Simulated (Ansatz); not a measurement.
**S2 (sulfur dimer) at 6 levels**

Wanted: a comparison of 6 runs (UHF/STO-3G, U-wB97X/STO-3G, UCAM-B3LYP/STO-3G, UPBE0/STO-3G, UCCSDTQ/STO-3G, UCCSD(T)/STO-3G) of S2 (sulfur dimer). 

Program for the calculation: Ansatz 0.2.0.

41 further runs of the same task are left out: 19 that didn't finish, 22 set aside as unsound or not needed.

## Step 1: Starting point

S2: 2 atoms, total charge 0, spin state triplet. SMILES: `S=S`. The S2–S1 distance was set to 2.834 Å, away from the relaxed value.

Bond lengths: S1–S2 2.834 Å.

## Step 2: The energy at UHF/STO-3G (run 1)

Input file input.yaml:

```yaml
crystal:
  periodic: [false, false, false]
  atoms:
    - symbol: S
      position_ang: [0.000000, 0.000000, -0.944600]
    - symbol: S
      position_ang: [0.000000, 0.000000, 1.889200]
basis:
  gaussian:
    orbitals: STO-3G
magnetization:
  spin_polarized: true
  initial_magnetization: 2
hamiltonian:
  xc: hf
accuracy: high
```

On the command line:

```bash
$ ansatz run input.yaml --threads 1 --pin off --max-ram 2610MiB --events-out events.jsonl --progress --plain --runs-dir runs
```

What it wrote:

```text
Warning: RAYON_NUM_THREADS=1 ignored (pool sized by the plan → 1); use --threads N
Functional definition: HF
  name "HF"
  exchange = exact_x
  correlation = 0
279 factors; integrals over basis functions are off by at most 1.1e-8 eV
mean field evaluation 1: about -21389.5337 eV, gradient 9.9e-1 eV
mean field evaluation 2: about -21389.5399 eV, gradient 9.5e-1 eV
mean field evaluation 4: about -21389.5516 eV, gradient 6.9e-4 eV
mean field evaluation 8: about -21389.5516 eV, gradient 6.1e-5 eV
mean field evaluation 16: about -21390.1444 eV, gradient 3.7e0 eV
mean field evaluation 32: about -21394.5929 eV, gradient 8.8e-9 eV
mean field evaluation 64: about -21391.3785 eV, gradient 1.1e0 eV
mean field evaluation 96: about -21394.5554 eV, gradient 5.4e-2 eV
mean field evaluation 128: about -21393.7118 eV, gradient 4.0e0 eV
mean field evaluation 160: about -21394.1084 eV, gradient 5.3e-1 eV
mean field evaluation 192: about -21389.5515 eV, gradient 5.6e-2 eV
mean field -21394.59287639 eV, -786.2367864315 hartree, gradient 8.5e-9 eV, S^2 2.858601; 13 other end points of the search recorded, 0 dependent functions left out
reference -21394.59287639 eV, -786.2367864315 hartree; 17, 15 occupied and 1, 3 virtual orbitals, 279 factors
Total energy: -21394.59287639 eV, -786.2367864315 hartree
```

It took 0.42 s on 1 thread of Arm Neoverse V2, shared host.

## Step 3: The energy at U-wB97X/STO-3G (run 2)

Input file input.yaml:

```yaml
crystal:
  periodic: [false, false, false]
  atoms:
    - {symbol: S, position_ang: [0.000000, 0.000000, -0.944600]}
    - {symbol: S, position_ang: [0.000000, 0.000000, 1.889200]}
basis:
  gaussian: {orbitals: STO-3G}
magnetization: {spin_polarized: true, initial_magnetization: 2}
hamiltonian: {xc: {name: wB97X}}
accuracy: high
```

On the command line:

```bash
$ ansatz run input.yaml --threads 1 --pin off --max-ram 2610MiB --events-out events.jsonl --progress --plain --runs-dir runs
```

What it wrote (excerpt; [...] marks lines left out):

```text
Warning: RAYON_NUM_THREADS=1 ignored (pool sized by the plan → 1); use --threads N
Functional definition: wB97X
  name "wB97X"
[...]
      + exact_x_lr(omega)
[...]
      + integral(e_c_pw_opposite_spin*poly(b97_u_opposite, 1, cos1, cos2, cos3, cos4))
279 factors; integrals over basis functions are off by at most 1.1e-8 eV
106 factors; integrals over basis functions are off by at most 9.2e-10 eV
[...]
mean field -21425.12767648 eV, -787.3589196374 hartree, gradient 2.9e-8 eV, S^2 2.624923; 10 other end points of the search recorded, 0 dependent functions left out
reference -21425.12767557 eV, -787.3589196042 hartree; 17, 15 occupied and 1, 3 virtual orbitals, 279 factors
Total energy: -21425.12767557 eV, -787.3589196042 hartree
```

Run time: 19 s. Hardware: 1 thread of Arm Neoverse V2, shared host; peak memory 0.3 GiB.

## Step 4: The energy at UCAM-B3LYP/STO-3G (run 3)

Input file job.yaml:

```yaml
crystal:
  periodic: [false, false, false]
  atoms:
    - {symbol: S, position_ang: [0.000000, 0.000000, -0.944600]}
    - {symbol: S, position_ang: [0.000000, 0.000000, 1.889200]}
basis:
  gaussian:
    orbitals: STO-3G
accuracy: high
magnetization:
  spin_polarized: true
  initial_magnetization: 2
hamiltonian:
  xc: {name: CAM-B3LYP}
```

On the command line:

```bash
$ ansatz run job.yaml --threads 1 --pin off --max-ram 2610MiB --events-out events.jsonl --progress --plain --runs-dir runs
```

What it wrote (excerpt; [...] marks lines left out):

```text
Warning: RAYON_NUM_THREADS=1 ignored (pool sized by the plan → 1); use --threads N
Functional definition: CAM-B3LYP
  name "CAM-B3LYP"
[...]
279 factors; integrals over basis functions are off by at most 1.1e-8 eV
112 factors; integrals over basis functions are off by at most 7.4e-10 eV
[...]
mean field -21424.43447201 eV, -787.3334448432 hartree, gradient 1.4e-8 eV, S^2 2.536681; 10 other end points of the search recorded, 0 dependent functions left out
reference -21424.43448299 eV, -787.3334452466 hartree; 17, 15 occupied and 1, 3 virtual orbitals, 279 factors
Total energy: -21424.43448299 eV, -787.3334452466 hartree
```

It took 4.5 s on 1 thread of Arm Neoverse V2, shared host; peak memory 0.11 GiB.

Runs 4 to 5 aren't shown in full; the table further down has their settings and results.

## Step 5: The energy at UCCSD(T)/STO-3G (run 6)

Input file in.yaml:

```yaml
crystal:
  periodic: [false, false, false]
  atoms:
    - {symbol: S, position_ang: [0.000000, 0.000000, -0.944600]}
    - {symbol: S, position_ang: [0.000000, 0.000000, 1.889200]}
basis:
  gaussian: {orbitals: STO-3G}
magnetization: {spin_polarized: true, initial_magnetization: 2}
correlation: {method: ccsd_t, frozen_orbitals: {S: 5}}
accuracy: high
scf: {omitted_lower_state_checks: [cluster_reference, increment]}
```

On the command line:

```bash
$ ansatz run in.yaml --threads 1 --pin off --max-ram 2610MiB --events-out events.jsonl --progress --plain --runs-dir runs
```

What it wrote:

```text
Warning: RAYON_NUM_THREADS=1 ignored (pool sized by the plan → 1); use --threads N
[... 24 lines left out ...]
10 core orbitals not correlated: weight in the atoms' cores, before any rotation towards them, 1.000 or more for the frozen orbitals, at most 0.000 for the correlated occupied ones
[... 75 lines left out ...]
WARN: these amplitudes may be one of several solutions (largest doubles amplitude 0.69, level shift 0.00 eV)
Total energy: -21395.58422149 eV, -786.2732176919 hartree
Checks for a lower state left out: cluster_reference, increment
```

Run time: 1.1 s. Hardware: 1 thread of Arm Neoverse V2, shared host.

## Step 6: The series

```csv
run,level,frozen core orbitals,energy (Eh),⟨S²⟩,wall time
1,UHF/STO-3G,–,-786.236786,2.859,0.42 s
2,U-wB97X/STO-3G,–,-787.358920,2.625,19 s
3,UCAM-B3LYP/STO-3G,–,-787.333445,2.537,4.5 s
4,UPBE0/STO-3G,–,-787.104502,2.385,6.3 s
5,UCCSDTQ/STO-3G,10,-786.274579,2.859,14 s
6,UCCSD(T)/STO-3G,10,-786.273218,2.859,1.1 s
```

## Step 7: Summary of results

| quantity | value |
| --- | --- |
| run 6: total energy | -786.27322 Eh |
| run 6: correlation energy (10 core orbitals frozen) | -36.4 mEh |
| run 6: (T) correction | -0.25 mEh |
| run 6: ⟨S²⟩ of the reference determinant | 2.859 |
| run 6: T1 diagnostic | 0.082 |

In words: Below the UHF energy at the same shape and in the same basis (STO-3G): UCCSDTQ -37.8 mEh; UCCSD(T) -36.4 mEh. Totals of different functionals can't be ranked against each other. In runs 1, 2, 3, 4, 5, 6 the basis is minimal, so the values are rough. Spin contamination of the reference: run 1 ⟨S²⟩ = 2.86, run 5 ⟨S²⟩ = 2.86, run 6 ⟨S²⟩ = 2.86, run 2 ⟨S²⟩ = 2.62, run 3 ⟨S²⟩ = 2.54, run 4 ⟨S²⟩ = 2.38. Where it is this large, the reference is a mixture of spin states, and values that rest on it are in doubt. All runs together took 45 s, the longest 19 s.
